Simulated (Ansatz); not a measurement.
**BiAu$_{2}$: computed properties**

These are results of Ansatz 0.2.0, DFT r2SCAN, scalar-relativistic, plane waves, PAW, not measurements.

Cutoff 500 eV; k points 8×8×8 on the computed 6-atom cell (Γ-centred); Gaussian smearing, width 0.10 eV; no spin polarisation.

The structure is relaxed at this level of theory with its symmetry kept. Whether it is the stable form of this composition wasn't checked.

```
Bi Au
1.0
     0.00000    4.01278    4.01278
     4.01278    0.00000    4.01278
     4.01278    4.01278    0.00000
Bi Au
2 4
Direct
  0.00000 0.00000 0.00000
  0.25000 0.25000 0.25000
  0.62500 0.62500 0.62500
  0.12500 0.62500 0.62500
  0.62500 0.62500 0.12500
  0.62500 0.12500 0.62500
```

* Space group: Fd-3m (No. 227)
* Volume per atom: 21.54 Å³
* Formation energy from the elements' standard states (uncorrected): +0.019 eV/atom
* Generalised Kohn–Sham band gap: none (metal)
* Density of states at the Fermi level: 1.11 states/eV per cell
* Löwdin character within 0.5 eV of the Fermi level: Bi 6p 58 %, Au 6s 15 %, Au 5d 13 %, unprojected 12 %
* Bulk modulus: 111 GPa
* Its pressure derivative: 5.4
* Bader charges (e): Bi (2 in the cell) 0.56, Au (4 in the cell) -0.28

Spin-orbit coupling is left out, which matters for the bands of heavy elements.

Cost: 9 runs of about 7.1 core-minutes in all, on Intel Xeon 6975P-C (Granite Rapids) (shared hosts).